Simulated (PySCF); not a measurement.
## Neon: a sound run and one with changed settings

Sound run: Ne [Ne], Ne⁺ [He] 2s2 2p5. All numbers are calculated (PySCF 2.14, scalar relativity by spin-free X2C-1e, in cc-pVDZ-DK). In the sound run the correlated levels freeze 1s2. The sound run starts from symmetry-adapted Hartree-Fock orbitals and uses a fine grid where one is needed.

A second run was set up differently.

```json
{"species": "Ne", "method": "MP2", "sound run (hartree)": "-128.81092", "changed run (hartree)": "-128.81296", "converged": "yes"}
{"species": "Ne", "method": "CCSD(T)", "sound run (hartree)": "-128.81544", "changed run (hartree)": "-128.81729", "converged": "yes"}
{"species": "Ne⁺", "method": "MP2", "sound run (hartree)": "-128.03717", "changed run (hartree)": "-128.03906", "converged": "yes"}
{"species": "Ne⁺", "method": "CCSD(T)", "sound run (hartree)": "-128.04846", "changed run (hartree)": "-128.05021", "converged": "yes"}
```

Ionisation energy of Ne:

| method | sound run (eV) | changed run (eV) |
| --- | --- | --- |
| UHF | 19.646 | 19.646 |
| MP2 | 21.055 | 21.059 |
| SCS-MP2 | 20.931 | 20.933 |
| CCSD | 20.870 | 20.873 |
| CCSD(T) | 20.870 | 20.873 |

**Question.** What was changed?
A. a valence shell is frozen
B. level shift left on
C. all electrons correlated in a valence basis
D. too few SCF iterations

**Answer.** C. A valence basis has no tight correlating functions, so it recovers only part of the core correlation, and not evenly between atom and ion.
